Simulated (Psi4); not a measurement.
# CH5OSi (SMILES [CH2]O[SiH3]): UHF/3-21G

What is the vertical ionisation energy of CH5OSi at UHF/3-21G? 

The results are computed with Psi4 1.11.

1 further run of the same task is left out (set aside as unsound or not needed).

## Step 1: The molecule

CH5OSi: 8 atoms, total charge 0, spin state doublet. SMILES: `[CH2]O[SiH3]`. Geometry: relaxed at GFN2-xTB. This is one conformer, not always the lowest.

Bond lengths: C1–O2 1.332 Å, O2–Si3 1.623 Å, C1–H4 1.072 Å, C1–H5 1.073 Å, Si3–H6 1.463 Å, Si3–H7 1.461 Å, Si3–H8 1.461 Å. Angles: C1–O2–Si3 139.9°, O2–C1–H4 116.8°, O2–C1–H5 120.2°, O2–Si3–H6 111.7°, O2–Si3–H7 104.7°, O2–Si3–H8 104.9°, H4–C1–H5 122.5°, H6–Si3–H7 111.2°, H6–Si3–H8 111.3°, H7–Si3–H8 112.7°.

## Step 2: Energy and gradient at UHF/3-21G

File job.in:

```
memory 1.6 GB

molecule mol {
  0 2
  C     -0.581920     0.826180    -1.214720
  O     -0.012450    -0.205200    -0.592390
  Si     0.424400    -0.667790     0.900730
  H     -0.643270     0.771430    -2.283780
  H     -0.837430     1.712660    -0.667600
  H      0.108040     0.354200     1.898660
  H      1.865790    -0.892550     0.813090
  H     -0.323150    -1.898940     1.146010
  symmetry c1
  no_reorient
  no_com
}

set {
  basis 3-21G
  reference uhf
  puream true
  e_convergence 1e-09
  d_convergence 1e-08
  scf_type pk
  maxiter 200
}

result, w = gradient('scf', return_wfn=True)
oeprop(w, 'MULLIKEN_CHARGES', 'LOWDIN_CHARGES', 'WIBERG_LOWDIN_INDICES')
```

Started as:

```
$ psi4 -i job.in -o job.out -n 1
```

job.out:

```text
[...]
  Running in c1 symmetry.
[...]
  Nuclear repulsion =  110.796601396130228
[...]
  Multiplicity = 2
[...]
  Nalpha       = 17
  Nbeta        = 16
[...]
    Number of basis functions: 41
[...]
   @UHF iter   1:  -402.31979451723817   -7.84254e-01   6.51539e-03 DIIS/ADIIS
[...]
   @UHF iter  13:  -402.36021115095122   -7.38964e-13   4.45774e-09 DIIS
[...]
   @S^2 Observed:                7.618660697E-01
[...]
    Orbital Energies [Eh]
    ---------------------
    Alpha Occupied:
       1A    -68.332222     2A    -20.456591     3A    -11.214761
       4A     -6.139451     5A     -4.235507     6A     -4.235379
       7A     -4.235219     8A     -1.382663     9A     -0.932487
      10A     -0.750271    11A     -0.656613    12A     -0.628591
      13A     -0.620465    14A     -0.511939    15A     -0.484449
      16A     -0.450404    17A     -0.312077
    Alpha Virtual:
      18A      0.154947    19A      0.228466    20A      0.229263
      21A      0.298102    22A      0.311629    23A      0.385070
      24A      0.416769    25A      0.456686    26A      0.474919
[...]
  @UHF Final Energy:  -402.36021115095122
   => Energetics <=
    Nuclear Repulsion Energy =            110.7966013961302281
    One-Electron Energy =                -775.7323533916558063
    Two-Electron Energy =                 262.5755408445743910
    Total Energy =                       -402.3602111509512156
  UHF NO Occupations:
  HONO-2 :   15  A 1.9988538
  HONO-1 :   16  A 1.9965850
[...]
 Multipole Moments:
 ------------------------------------------------------------------------------------
     Multipole            Electronic (a.u.)      Nuclear  (a.u.)        Total (a.u.)
 ------------------------------------------------------------------------------------
 L = 1.  Multiply by 2.5417464519 to convert [e a0] to [Debye]
 Dipole X            :         -4.7917042            4.7629791           -0.0287251
 Dipole Y            :         11.6110658          -11.3133746            0.2976912
 Dipole Z            :         -2.4083764            2.8141046            0.4057282
 Magnitude           :                                                    0.5040442
[...]
  -Total Gradient:
     Atom            X                  Y                   Z
    ------   -----------------  -----------------  -----------------
       1        0.017531552260    -0.025618469708     0.022685379744
       2       -0.002113513121     0.008547991634     0.017738250571
       3       -0.008116122129     0.014041198244    -0.010881825095
       4       -0.000306902479    -0.001469761495    -0.002846105148
       5       -0.000412570101    -0.001230443576    -0.000019015150
       6        0.001495288323    -0.005932411663    -0.008173474095
       7       -0.008295856005     0.003923074672    -0.008651261650
       8        0.000218123255     0.007738821892    -0.009851949170
[...]
  Mulliken Charges: (a.u.)
   Center  Symbol    Alpha    Beta     Spin     Total
       1     C     3.59712  2.44302  1.15410 -0.04013
       2     O     4.48105  4.40388  0.07716 -0.88493
       3    SI     6.35317  6.37450 -0.02133  1.27232
       4     H     0.34722  0.45853 -0.11131  0.19425
       5     H     0.36215  0.46823 -0.10608  0.16962
       6     H     0.62316  0.62397 -0.00081 -0.24713
       7     H     0.61844  0.61382  0.00462 -0.23226
       8     H     0.61769  0.61405  0.00364 -0.23174
   Total alpha = 17.00000, Total beta = 16.00000, Total charge = -0.00000
[...]
```

It took 2.5 s on 1 thread of Intel Xeon Platinum 8259CL at 2.50GHz (Skylake/Cascade Lake), shared host; peak memory 0.18 GiB.

## Step 3: The singlet cation

File job.inp:

```
memory 1600 mb

molecule {
  1 1
  C     -1.09966943     1.56125393    -2.29548812
  O     -0.02352709    -0.38777180    -1.11945486
  Si     0.80199977    -1.26194021     1.70213301
  H     -1.21560412     1.45779142    -4.31571873
  H     -1.58251335     3.23645834    -1.26158116
  H      0.20416601     0.66934099     3.58794740
  H      3.52583211    -1.68667505     1.53651741
  H     -0.61066500    -3.58847653     2.16564504
  units bohr
  symmetry c1
}

set globals {
  basis 3-21G
  puream true
  e_convergence 1e-09
  d_convergence 1e-08
  scf_type pk
}

energy_value, wavefunction = gradient('hf', return_wfn=True)
oeprop(wavefunction, 'MAYER_INDICES', 'QUADRUPOLE', 'DIPOLE', title='HF')
```

Started as:

```
$ psi4 -i job.inp -o job.out -n 1
```

job.out:

```text
[...]
  Running in c1 symmetry.
[...]
  Nuclear repulsion =  110.796601423449161
[...]
  Multiplicity = 1
[...]
  Nalpha       = 16
  Nbeta        = 16
[...]
    Number of basis functions: 41
[...]
   @RHF iter   1:  -402.03920343137446   -5.03662e-01   7.77768e-03 ADIIS/DIIS
[...]
   @RHF iter  12:  -402.10315686469107   -2.16005e-12   4.70129e-09 DIIS
[...]
    Orbital Energies [Eh]
    ---------------------
    Doubly Occupied:
       1A    -68.523126     2A    -20.808078     3A    -11.627298
       4A     -6.334180     5A     -4.430665     6A     -4.429014
       7A     -4.428925     8A     -1.704769     9A     -1.227617
      10A     -1.042641    11A     -0.984580    12A     -0.861790
      13A     -0.860227    14A     -0.793689    15A     -0.667902
      16A     -0.662259
[...]
  @RHF Final Energy:  -402.10315686469107
   => Energetics <=
    Nuclear Repulsion Energy =            110.7966014234491610
    One-Electron Energy =                -767.0259961900317194
    Two-Electron Energy =                 254.1262379018914714
    Total Energy =                       -402.1031568646910728
[...]
  -Total Gradient:
     Atom            X                  Y                   Z
    ------   -----------------  -----------------  -----------------
       1       -0.058650645281     0.074203125124    -0.035261213850
       2        0.079532955094    -0.119823517174     0.131881224598
       3       -0.036946982588     0.049043347451    -0.098648684358
       4        0.005483375406     0.003469563259    -0.000760696145
       5        0.005923245140     0.001009284659    -0.003302236857
       6        0.004501775254    -0.008671754620     0.003237777435
       7       -0.002235671646    -0.000705236321     0.001896248714
       8        0.002391948623     0.001475187623     0.000957580463
[...]
 Multipole Moments:
 ------------------------------------------------------------------------------------
     Multipole            Electronic (a.u.)      Nuclear  (a.u.)        Total (a.u.)
 ------------------------------------------------------------------------------------
 L = 1.  Multiply by 2.5417464519 to convert [e a0] to [Debye]
 Dipole X            :         -0.6551445           -0.2071559           -0.8623004
 Dipole Y            :          0.6076499            0.9557710            1.5634209
 Dipole Z            :         -1.8513669            0.7072328           -1.1441342
 Magnitude           :                                                    2.1205872
 L = 2.  Multiply by 1.3450342976 to convert [e a0^2] to [Debye ang]
 Quadrupole XX       :        -49.0827766           32.4068924          -16.6758842
 Quadrupole XY       :         30.3401028          -33.2831198           -2.9430170
[...]
```

It took 2.4 s on 1 thread of Intel Xeon Platinum 8259CL at 2.50GHz (Skylake/Cascade Lake), shared host; peak memory 0.18 GiB.

## Step 4: What came out

Level: UHF/3-21G.

```
                                          quantity          value
                      doublet CH5OSi: total energy  -402.36021 Eh
                     doublet CH5OSi: dipole moment         1.28 D
doublet CH5OSi: HOMO energy (highest over α and β)       -8.49 eV
 doublet CH5OSi: LUMO energy (lowest over α and β)        4.22 eV
                              doublet CH5OSi: ⟨S²⟩          0.762
          doublet CH5OSi: largest force on an atom     1.977 eV/Å
                      singlet cation: total energy  -402.10316 Eh
                       singlet cation: HOMO energy      -18.02 eV
                       singlet cation: LUMO energy       -5.51 eV
                     singlet cation: HOMO–LUMO gap       12.51 eV
          singlet cation: largest force on an atom    10.034 eV/Å
vertical ionisation energy (to the singlet cation)       6.995 eV
```

What this shows: Removing an electron at fixed nuclei costs 6.99 eV (161 kcal/mol). The largest force (doublet CH5OSi) is 1.98 eV/Å: the shape isn't a stationary point for this species at this level. Only the singlet of the ionised species was computed; a triplet could lie lower.
